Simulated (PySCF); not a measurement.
## `C1C(C#C)(N)C1`, C5H7N

Geometry (Å), atoms numbered from 1 in this order:
```xyz
13

C     2.632   -0.271   -0.345
C     1.448   -0.062   -0.179
C     0.043    0.241    0.006
N    -0.378    1.599   -0.191
C    -0.964   -0.819   -0.379
C    -0.713   -0.532    1.063
H     3.679   -0.459   -0.491
H    -0.149    1.900   -1.137
H     0.128    2.216    0.442
H    -1.887   -0.440   -0.822
H    -0.581   -1.750   -0.802
H    -0.155   -1.261    1.653
H    -1.465    0.045    1.606
```

Level of theory: PySCF, quadratic response LC-wPBE/def2-SVPD first hyperpolarisability, Taylor convention, gas phase. Geometry: PBE0-D3(BJ)/def2-SVP.

Task: Give the tensor of the second harmonic β(−2ω;ω,ω) at 1064 nm in the axes of these coordinates.

Result: In au, Taylor convention; rows are the first index (the induced dipole):
|  | xx | yy | zz | xy | xz | yz |
| --- | --- | --- | --- | --- | --- | --- |
| x | -110.7 | -14.9 | -4.2 | +14.7 | +15.8 | 0.0 |
| y | +14.6 | +23.6 | +0.1 | -15.6 | +0.1 | -2.1 |
| z | +15.8 | -2.2 | +1.5 | +0.1 | -4.5 | +0.4 |

Norm of βᵢ = ⅓ Σⱼ (βᵢⱼⱼ + βⱼᵢⱼ + βⱼⱼᵢ): 136.9 au, hyper-Rayleigh value 53.4 au.
